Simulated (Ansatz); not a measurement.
C2H4F2O2, SMILES `OC(F)OCF`. The species carries charge 0 and has multiplicity 1. All single points use the PBE0-D4/def2-TZVP geometry. It is one conformer, not always the lowest.

```xyz
10

O    -0.702    0.091    1.557
C     0.401   -0.332    0.877
F     0.896   -1.469    1.422
O     0.120   -0.680   -0.444
C    -0.143    0.389   -1.274
F     1.020    1.052   -1.588
H    -1.370   -0.604    1.507
H     1.156    0.455    0.943
H    -0.814    1.116   -0.806
H    -0.562   -0.019   -2.194
```

Task: What is the dipole moment at ωB97M-V/def2-TZVPP? (An estimate is asked.)

Result: Ansatz gave: 2.27 D, with components (-2.21, 0.37, -0.40) D in this frame, pointing from negative to positive charge.

Task: And with PBE, r2SCAN, B3LYP? (An estimate is asked.)

Result: The calculation gave: PBE 2.14 D, r2SCAN 2.22 D, B3LYP 2.27 D.

Task: Give the Mulliken charges with ωB97M-V, PBE, r2SCAN in def2-TZVPP. (Best estimate.)

Result: Ansatz gave: 
| atom | ωB97M-V | PBE | r2SCAN |
| --- | --- | --- | --- |
| O1 | -0.29 | -0.26 | -0.32 |
| C2 | 0.32 | 0.26 | 0.41 |
| F3 | -0.19 | -0.16 | -0.20 |
| O4 | -0.27 | -0.21 | -0.28 |
| C5 | 0.12 | 0.10 | 0.25 |
| F6 | -0.22 | -0.19 | -0.23 |
| H7 | 0.19 | 0.20 | 0.21 |
| H8 | 0.11 | 0.08 | 0.06 |
| H9 | 0.11 | 0.09 | 0.06 |
| H10 | 0.12 | 0.10 | 0.06 |

B3LYP here is the variant with VWN-RPA as its local correlation; programs differ in this.
